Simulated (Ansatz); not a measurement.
**What a trial cell of Li relaxes into**

The calculation used DFT PBEsol, scalar-relativistic, plane waves, PAW in Ansatz 0.2.0. Cutoff 420 eV, Γ-centred k mesh, Gaussian smearing, no spin polarisation in the final step.

Li was placed on the simple cubic structure type (Pm-3m, No. 221), at a guessed volume.

```
Li
1.0
     2.77305    0.00000    0.00000
     0.00000    2.77305    0.00000
     0.00000    0.00000    2.77305
Li
1
Direct
  0.00000 0.00000 0.00000
```

Cell and atoms relax at zero pressure; the relaxation can't lower the symmetry of the start.

Energies count from the standard state of Li at the same level.

Problem. What does it relax into?

Solution. It keeps Pm-3m (No. 221). The result has the simple cubic structure. Conventional cell: a = 2.729 Å. Li has 6 Li at 2.73 Å.

```
Li
1.0
     2.72931    0.00000    0.00000
     0.00000    2.72931    0.00000
     0.00000    0.00000    2.72931
Li
1
Direct
  0.00000 0.00000 0.00000
```

Problem. What are its volume, energy, density and gap?

Solution. The volume per atom is 20.33 Å³, the density is 0.57 g/cm³ and the energy over the standard structure is 0.12 eV/atom. The gap on the 20×20×20 mesh is 0 eV (a metal).

The final run used a 20×20×20 mesh on its 1-atom cell and 0.10 eV smearing. The k mesh leaves about 4 meV/atom of noise in metals. Symmetry constrained the relaxation, so the result can be a saddle point. The steps took roughly 7 core-seconds in all.